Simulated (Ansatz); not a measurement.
AlFH₃N, SMILES [NH2][AlH][F], the energy of protonation at one site

Run with the Ansatz DFT code, driven from Python.

The script, `pa_alfh3n.py`:
```python
"""Proton affinity of AlFH3N at one site."""

import warnings

import ansatz as az
import numpy as np

GEOMETRY = """
N    -0.91410    0.05840   -0.62310
Al    0.46020   -0.22810    0.59230
F     1.08140   -1.89120    0.77840
H    -1.06560    1.14320   -0.62790
H    -0.60140   -0.14210   -1.60390
H     1.08150    0.99580    1.43800
"""

warnings.simplefilter("ignore", az.DeckWarning)

geometry = az.Crystal.molecule()
for line in GEOMETRY.strip().splitlines():
    symbol, *xyz = line.split()
    geometry = geometry.atom(symbol, [float(v) for v in xyz])

model = (
    geometry.calculation()
    .basis(gaussian="6-31G*")
    .functional("pbe0")
)
symbols = [site.symbol for site in geometry.cartesian_sites]
start = np.array([site.position_ang for site in geometry.cartesian_sites], dtype=float)
data = model.relax(force_tolerance=0.01, max_steps=100).run(threads=1, pin="off").report
end = np.array(data["positions_ang"])

# put the proton on the side away from the neighbours, slightly off axis
away = sum((end[0] - end[j]) / np.linalg.norm(end[0] - end[j]) for j in [1, 3, 4]) + np.array([0.15, 0.1, -0.2])
proton = end[0] + 1.0 * away / np.linalg.norm(away)
acid = az.Crystal.molecule()
for symbol, place in zip(symbols, end):
    acid = acid.atom(symbol, place.tolist())
acid = acid.atom("H", proton.tolist())
protonated = (
    acid.calculation()
    .basis(gaussian="6-31G*")
    .functional("pbe0")
    .charge(1)
    .relax(force_tolerance=0.01, max_steps=80)
)
after = protonated.run(threads=1, pin="off").report
xyz = np.array(after["positions_ang"])
reach = np.linalg.norm(xyz[:-1] - xyz[-1], axis=1)
print(f"base {data['free_energy_ev']:.5f} eV, protonated {after['free_energy_ev']:.5f} eV")
print(f"the proton ends {reach.min():.3f} A from {symbols[reach.argmin()]}{reach.argmin()}")
print(f"electronic proton affinity {96.485332 * (data['free_energy_ev'] - after['free_energy_ev']):.1f} kJ/mol")
```

Output of `python pa_alfh3n.py`:
```text
base -10847.30263 eV, protonated -10856.61441 eV
the proton ends 1.026 A from N0
electronic proton affinity 898.5 kJ/mol
```

Caveats:
- Total energies depend on the basis set; only differences at equal settings carry meaning.
- The proton is put on one chosen atom, which needn't be the most basic site, so the molecule's proton affinity can be higher; the ends are stationary points, not checked by frequencies, and zero-point and thermal terms count only where printed.
- It ran for 51 s on 1 thread of Arm Neoverse V1, with other jobs on the host, peak memory 0.2 GiB.
